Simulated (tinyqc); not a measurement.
Inside a calculation. Method: RHF in the sto-6g basis, for H2O, spin multiplicity 1. One step of it, computed by the program tinyqc.

Problem. Iteration 1: building the Fock matrix. J_ij = sum D_kl (ij|kl), K_ij = sum D_kl (ik|jl); F = H + J - 0.5 K; E = tr D H + tr D J / 2 - 0.25 tr D K + E_nn.

D at the start, order 1O 1s, 1O 2s, 1O 2px, 1O 2py, 1O 2pz, 2H 1s, 3H 1s:
```
[[2.120086, -0.532176, 0.000000, 0.000000, -0.025796, 0.054099, 0.054099],
 [-0.532176, 2.352559, 0.000000, 0.000000, 0.147743, -0.229086, -0.229086],
 [0.000000, 0.000000, 2.000000, 0.000000, 0.000000, 0.000000, 0.000000],
 [0.000000, 0.000000, 0.000000, 2.156382, 0.000000, -0.221505, 0.221505],
 [-0.025796, 0.147743, 0.000000, 0.000000, 2.089281, -0.159508, -0.159508],
 [0.054099, -0.229086, 0.000000, -0.221505, -0.159508, 0.055190, 0.009684],
 [0.054099, -0.229086, 0.000000, 0.221505, -0.159508, 0.009684, 0.055190]]
```

core Hamiltonian H = T + V (hartree), order 1O 1s, 1O 2s, 1O 2px, 1O 2py, 1O 2pz, 2H 1s, 3H 1s:
```
[[-32.778321, -7.243132, 0.000000, 0.000000, -0.012057, -0.891362, -0.891362],
 [-7.243132, -9.003129, 0.000000, 0.000000, -0.141947, -2.211827, -2.211827],
 [0.000000, 0.000000, -7.270902, 0.000000, 0.000000, 0.000000, 0.000000],
 [0.000000, 0.000000, 0.000000, -7.349738, 0.000000, -1.325237, 1.325237],
 [-0.012057, -0.141947, 0.000000, 0.000000, -7.321486, -1.093142, -1.093142],
 [-0.891362, -2.211827, 0.000000, -1.325237, -1.093142, -4.092892, -0.705537],
 [-0.891362, -2.211827, 0.000000, 1.325237, -1.093142, -0.705537, -4.092892]]
```

Two-electron integrals (ij|kl) in chemists' order, unique and non-zero (hartree):
```
(11|11) 4.787491    (21|11) 0.675884    (21|21) 0.121505    (22|11) 1.117379
(22|21) 0.249212    (22|22) 0.817383    (31|31) 0.025762    (32|31) 0.039145
(32|32) 0.180664    (33|11) 1.117381    (33|21) 0.249212    (33|22) 0.817382
(33|33) 0.880663    (41|41) 0.025762    (42|41) 0.039145    (42|42) 0.180664
(43|43) 0.047461    (44|11) 1.117381    (44|21) 0.249212    (44|22) 0.817382
(44|33) 0.785741    (44|44) 0.880663    (51|51) 0.025762    (52|51) 0.039145
(52|52) 0.180664    (53|53) 0.047461    (54|54) 0.047461    (55|11) 1.117381
(55|21) 0.249212    (55|22) 0.817382    (55|33) 0.785741    (55|44) 0.785741
(55|55) 0.880663    (61|11) 0.087784    (61|21) 0.015142    (61|22) 0.030434
(61|33) 0.030370    (61|41) 0.000580    (61|42) 0.001141    (61|44) 0.030486
(61|51) 0.000465    (61|52) 0.000914    (61|54) 0.000093    (61|55) 0.030445
(61|61) 0.001923    (62|11) 0.238198    (62|21) 0.053991    (62|22) 0.199270
(62|33) 0.195825    (62|41) 0.003391    (62|42) 0.026209    (62|44) 0.202120
(62|51) 0.002716    (62|52) 0.020994    (62|54) 0.005042    (62|55) 0.199864
(62|61) 0.006782    (62|62) 0.063634    (63|31) 0.005661    (63|32) 0.032952
(63|43) 0.005268    (63|53) 0.004220    (63|63) 0.008426    (64|11) 0.143624
(64|21) 0.032983    (64|22) 0.129710    (64|33) 0.124115    (64|41) 0.007412
(64|42) 0.048566    (64|44) 0.138458    (64|51) 0.001403    (64|52) 0.012508
(64|54) 0.007270    (64|55) 0.126558    (64|61) 0.004309    (64|62) 0.050311
(64|64) 0.047664    (65|11) 0.115047    (65|21) 0.026420    (65|22) 0.103901
(65|33) 0.099419    (65|41) 0.001403    (65|42) 0.012508    (65|44) 0.102469
(65|51) 0.006785    (65|52) 0.042971    (65|54) 0.007711    (65|55) 0.109816
(65|61) 0.003451    (65|62) 0.040301    (65|64) 0.031431    (65|65) 0.033603
(66|11) 0.418639    (66|21) 0.096626    (66|22) 0.409901    (66|33) 0.395050
(66|41) 0.006935    (66|42) 0.075506    (66|44) 0.422189    (66|51) 0.005555
(66|52) 0.060482    (66|54) 0.021739    (66|55) 0.412464    (66|61) 0.012215
(66|62) 0.175877    (66|64) 0.158086    (66|65) 0.126631    (66|66) 0.774999
(71|11) 0.087784    (71|21) 0.015142    (71|22) 0.030434    (71|33) 0.030370
(71|41) -0.000580   (71|42) -0.001141   (71|44) 0.030486    (71|51) 0.000465
(71|52) 0.000914    (71|54) -0.000093   (71|55) 0.030445    (71|61) 0.001895
(71|62) 0.006555    (71|64) 0.003835    (71|65) 0.003341    (71|66) 0.011719
(71|71) 0.001923    (72|11) 0.238198    (72|21) 0.053991    (72|22) 0.199270
(72|33) 0.195825    (72|41) -0.003391   (72|42) -0.026209   (72|44) 0.202120
(72|51) 0.002716    (72|52) 0.020994    (72|54) -0.005042   (72|55) 0.199864
(72|61) 0.006555    (72|62) 0.049793    (72|64) 0.027646    (72|65) 0.030687
(72|66) 0.109447    (72|71) 0.006782    (72|72) 0.063634    (73|31) 0.005661
(73|32) 0.032952    (73|43) -0.005268   (73|53) 0.004220    (73|63) 0.006325
(73|73) 0.008426    (74|11) -0.143624   (74|21) -0.032983   (74|22) -0.129710
(74|33) -0.124115   (74|41) 0.007412    (74|42) 0.048566    (74|44) -0.138458
(74|51) -0.001403   (74|52) -0.012508   (74|54) 0.007270    (74|55) -0.126558
(74|61) -0.003835   (74|62) -0.027646   (74|64) -0.009559   (74|65) -0.016729
(74|66) -0.056843   (74|71) -0.004309   (74|72) -0.050311   (74|74) 0.047664
(75|11) 0.115047    (75|21) 0.026420    (75|22) 0.103901    (75|33) 0.099419
(75|41) -0.001403   (75|42) -0.012508   (75|44) 0.102469    (75|51) 0.006785
(75|52) 0.042971    (75|54) -0.007711   (75|55) 0.109816    (75|61) 0.003341
(75|62) 0.030687    (75|64) 0.016729    (75|65) 0.024897    (75|66) 0.073006
(75|71) 0.003451    (75|72) 0.040301    (75|74) -0.031431   (75|75) 0.033603
(76|11) 0.068728    (76|21) 0.015758    (76|22) 0.063614    (76|33) 0.062114
(76|44) 0.063245    (76|51) 0.001202    (76|52) 0.011290    (76|55) 0.065483
(76|61) 0.001958    (76|62) 0.020520    (76|64) 0.014186    (76|65) 0.014629
(76|66) 0.061207    (76|71) 0.001958    (76|72) 0.020520    (76|74) -0.014186
(76|75) 0.014629    (76|76) 0.008655    (77|11) 0.418639    (77|21) 0.096626
(77|22) 0.409901    (77|33) 0.395050    (77|41) -0.006935   (77|42) -0.075506
(77|44) 0.422189    (77|51) 0.005555    (77|52) 0.060482    (77|54) -0.021739
(77|55) 0.412464    (77|61) 0.011719    (77|62) 0.109447    (77|64) 0.056843
(77|65) 0.073006    (77|66) 0.270241    (77|71) 0.012215    (77|72) 0.175877
(77|74) -0.158086   (77|75) 0.126631    (77|76) 0.061207    (77|77) 0.774999
```

nuclear repulsion = 7.04899366 hartree

Give: Coulomb J; exchange K; Fock matrix F; total energy of this density.

Solution.

Coulomb J (hartree), order 1O 1s, 1O 2s, 1O 2px, 1O 2py, 1O 2pz, 2H 1s, 3H 1s:
```
[[18.686, 3.365, 0.000, 0.000, 0.003, 0.422, 0.422],
 [3.365, 8.821, 0.000, 0.000, 0.001, 2.076, 2.076],
 [0.000, 0.000, 8.822, 0.000, 0.000, 0.000, 0.000],
 [0.000, 0.000, 0.000, 8.820, 0.000, 1.326, -1.326],
 [0.003, 0.001, 0.000, 0.000, 8.820, 1.061, 1.061],
 [0.422, 2.076, 0.000, 1.326, 1.061, 4.101, 0.646],
 [0.422, 2.076, 0.000, -1.326, 1.061, 0.646, 4.101]]
```

exchange K (hartree), order 1O 1s, 1O 2s, 1O 2px, 1O 2py, 1O 2pz, 2H 1s, 3H 1s:
```
[[9.882, 1.591, 0.000, 0.000, 0.001, 0.216, 0.216],
 [1.591, 2.844, 0.000, 0.000, 0.006, 0.574, 0.574],
 [0.000, 0.000, 2.366, 0.000, 0.000, 0.000, 0.000],
 [0.000, 0.000, 0.000, 2.366, 0.000, 0.276, -0.276],
 [0.001, 0.006, 0.000, 0.000, 2.365, 0.220, 0.220],
 [0.216, 0.574, 0.000, 0.276, 0.220, 0.195, 0.109],
 [0.216, 0.574, 0.000, -0.276, 0.220, 0.109, 0.195]]
```

Fock matrix F (hartree), order 1O 1s, 1O 2s, 1O 2px, 1O 2py, 1O 2pz, 2H 1s, 3H 1s:
```
[[-19.034, -4.673, 0.000, 0.000, -0.010, -0.578, -0.578],
 [-4.673, -1.604, 0.000, 0.000, -0.144, -0.423, -0.423],
 [0.000, 0.000, 0.369, 0.000, 0.000, 0.000, 0.000],
 [0.000, 0.000, 0.000, 0.287, 0.000, -0.137, 0.137],
 [-0.010, -0.144, 0.000, 0.000, 0.317, -0.142, -0.142],
 [-0.578, -0.423, 0.000, -0.137, -0.142, -0.090, -0.114],
 [-0.578, -0.423, 0.000, 0.137, -0.142, -0.114, -0.090]]
```

total energy of this density = -74.03411 hartree
